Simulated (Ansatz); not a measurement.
A made-up structure of CH4AlS (charge +1), closed shell:

```
7
angstrom
C -0.6724 0.2680 -0.4186
Al 0.1012 0.4864 0.9158
S 1.2305 -0.3688 -0.7673
H -1.3958 -0.5502 -0.4507
H -0.8222 1.1893 -1.0571
H 0.4813 0.7215 2.0936
H 1.0774 -1.7463 -0.3156
```

It is relaxed with PBE-D4/def2-SVP and then PBE0-D4/def2-TZVP (Ansatz 0.2.0). Atoms count as bonded within 1.22 times the sum of their covalent radii (H–H: 0.88 Å). The end point is not checked to be a true minimum.

Problem. Does its bonding change? (Judge from chemistry; the calculation decides.)

Solution. The calculation gives: No: no bond forms or breaks.

Where it ends: The first stage lowers the energy by 3.43 eV in 7 steps. It ends as CH₄AlS ([CH2]1[AlH][SH]1), total charge +1:
```xyz
7
angstrom
C -0.6723 0.2045 -0.5343
Al 0.1898 0.5355 1.1277
S 1.1016 -0.3758 -0.8203
H -1.3901 -0.5951 -0.7019
H -0.8465 1.0254 -1.2295
H 0.6619 0.8595 2.5703
H 0.9556 -1.6540 -0.4119
```

Labels in which every atom is bracketed show which atoms are joined, not bond orders.

For scale, one of the runs: PBE0-D4/def2-TZVP relaxation, 129 basis functions, launched by `ansatz run in.yaml --threads 2 --pin off --events-out ev --progress --plain --max-ram 4352MiB`. The run took about 16 s on 2 CPU threads of an Arm Neoverse V1 (shared host).
